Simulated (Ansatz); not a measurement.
Atomisation energy: 9 cases among radicals of phosphorus and sulfur hydrides, oxides and halides, in kcal/mol, species as SMILES. Set-up: six Cartesian d functions in 6-31G* and its kin unless marked 5d; no spin-orbit coupling; non-relativistic; no dispersion term unless named; UHF or UKS for open shells; atomisation electronic, to ground-state atoms; valence correlation only. CBS(X,Y): correlation extrapolated as X^-3; Hartree-Fock from the larger set (for Q and 5 zeta extrapolated as (X+1)exp(-9√X)). [CCSD(T)-MP2]/basis is that difference in the basis named. First-principles rows: single points at B3LYP-D3(BJ) geometries (Ansatz, an electronic-structure program).

Coupled cluster (Ansatz) is a level with limits of its own, used here on species with T1 under 0.025 (0.045 for open shells) and stable references: (a) RI-MP2/CBS(cc-pV(T+d)Z,cc-pV(Q+d)Z)+[CCSD(T)-MP2]/cc-pV(T+d)Z; (b) CCSD(T)/CBS(aug-cc-pV(T+d)Z,aug-cc-pV(Q+d)Z); (c) CCSD(T)/CBS(cc-pV(T+d)Z,cc-pV(Q+d)Z); (d) CCSD(T)/CBS(def2-TZVPPD,def2-QZVPPD); (e) CCSD(T)/CBS(cc-pV(Q+d)Z,cc-pV(5+d)Z).

| species | atoms | coupled cluster | difference of HF/6-31G* (Ansatz) | difference of PBE/def2-SVP (Ansatz) | difference of B3LYP/6-31G (Ansatz) | difference of B3LYP-D3(BJ)/def2-TZVPD (Ansatz + dftd3) | difference of wB97X-V/def2-TZVPD (Ansatz) |
|---|---|---|---|---|---|---|---|
| [SH] (HS) | 2 | 87.5 (e) | -31.0 | -1.2 | -12.0 | 0.9 | 1.3 |
| [O]S (HSO) | 3 | 187.8 (b) | -104.4 | 3.1 | -68.0 | 1.8 | 2.5 |
| [PH2] (PH2) | 3 | 154.1 (e) | -52.1 | -1.7 | -15.6 | 5.4 | 5.0 |
| O=[S]F | 3 | 211.0 (c) | -135.2 | 9.0 | -100.0 | 0.7 | 3.5 |
| [S]S (HS2) | 3 | 163.9 (d) | -78.3 | 3.1 | -47.0 | 1.7 | 3.4 |
| OS[S] | 4 | 266.1 (a) | -150.6 | 8.7 | -85.9 | 0.6 | 2.2 |
| [H][P@TB18]([H])([H])[H] (PH4) | 5 | 250.6 (d) | -91.7 | -3.4 | -31.1 | 7.8 | 5.5 |
| P[PH] (P2H3) | 5 | 286.8 (c) | -110.5 | -0.6 | -41.5 | 9.1 | 10.3 |
| [H][S@OH20]([H])([H])([H])[H] (H5S) | 6 | 229.4 (c) | -130.8 | -2.2 | -75.0 | 8.1 | 0.1 |

```csv
level,cases,mean signed difference,mean absolute difference,median absolute difference,largest absolute difference
HF/6-31G* (Ansatz),9,-98.29,98.29,104.40,150.6
PBE/def2-SVP (Ansatz),9,1.64,3.67,3.10,9.0
B3LYP/6-31G (Ansatz),9,-52.90,52.90,47.00,100.0
B3LYP-D3(BJ)/def2-TZVPD (Ansatz + dftd3),9,4.01,4.01,1.80,9.1
wB97X-V/def2-TZVPD (Ansatz),9,3.76,3.76,3.40,10.3
```

HF/6-31G* lies above in 0 of 9 cases and within 2 kcal/mol in 0; mean signed difference -98.29 kcal/mol, mean absolute 98.29 kcal/mol (80.20 over the 5 cases of up to 3 atoms, 120.90 over the larger). These figures hold for the species listed.

How the rows were picked: cases drawn at random among the computed members of the class with clean coupled-cluster diagnostics. The batch they came from held 13 cases of this property in the class: 0 with a tabulated value, 10 with clean coupled cluster alone, 3 with neither, which enter no statistics. The levels are drawn from those run on every case listed, the commonest habits more often. No case is left out for the size of its miss. Left out are saddle points of the reference geometry, anions that the best level run finds unbound, excited spin states, species near biochemistry, 298 K rows of species without real B3LYP wavenumbers, cases with under five habitual levels, runs that failed or that the program found above a lower state of the same kind, table entries that another table contradicts, and a share of species set aside by lot.
